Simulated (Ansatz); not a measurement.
Pyrite RuS2, treated with LDA in Ansatz (plane waves, PAW).

Numerical settings: plane-wave cutoff 520 eV, 6×6×6 k mesh, Fermi–Dirac smearing 0.01 eV, no spin polarisation, scalar-relativistic PAW data made under PBE.

Energies at three volumes about the minimum:

```json
[
 {"V (Å³/atom)": "13.959", "E − E_lowest (meV/atom)": "3.85"},
 {"V (Å³/atom)": "14.244", "E − E_lowest (meV/atom)": "0.00"},
 {"V (Å³/atom)": "14.529", "E − E_lowest (meV/atom)": "3.57"}
]
```

Task: Fit a parabola by hand: where is the minimum, what lattice constant follows, and what is the bulk modulus?

Result: Slopes: (0.00 − 3.85)/(14.244 − 13.959) = -13.509 and (3.57 − 0.00)/(14.529 − 14.244) = 12.526 meV/Å³. Curvature E″ = 2 × (12.526 − (-13.509))/(14.529 − 13.959) = 91.351 meV/Å⁶. From the middle of the first interval, the slope vanishes at V0 = 14.1015 − (-13.509)/91.351 = 14.249 Å³/atom. B = V0 E″ = 14.249 × 91.351 meV/Å³ × 0.1602 GPa per meV/Å³ = 209 GPa. With 12 atoms in the cube, a = (12 × 14.249)^(1/3) = 5.550 Å. The full Birch–Murnaghan fit to all volumes gives V0 = 14.244 Å³/atom and B0 = 208 GPa.

Shape and atoms are relaxed at each volume.

Measured, for comparison: lattice constant a 5.61 Å (temperature not stated, no zero-point or thermal correction; as tabulated in Wikipedia's data pages).

Ansatz is a first-principles code.
